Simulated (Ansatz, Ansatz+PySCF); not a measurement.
| atom | x (Å) | y (Å) | z (Å) |
| --- | --- | --- | --- |
| C | -0.0008 | -0.0538 | -0.5842 |
| N | -0.0025 | -0.0770 | 0.6895 |
| H | 0.0057 | 0.8886 | 1.0650 |
| H | 0.0093 | -0.9926 | -1.1369 |
| H | -0.0026 | 0.8638 | -1.1980 |

RHF-MP2 on singlet CH₃N was run in several spherical basis sets with Ansatz (development build ahead of 0.2.0). Frozen core: 2 orbitals.

(1) Rank the basis sets by the total energy that they give, lowest first, with the distance from the lowest.
A. cc-pVTZ
B. def2-TZVP
C. def2-SVP
D. 6-31G(d)
E. STO-3G
F. cc-pVDZ

Results:

(1) A (0.00 eV), B (0.19 eV), F (2.65 eV), D (3.47 eV), C (4.83 eV), E (40.65 eV).

Totals follow the description of the cores as much as that of the bonds, so this order isn't one of quality for chemistry.
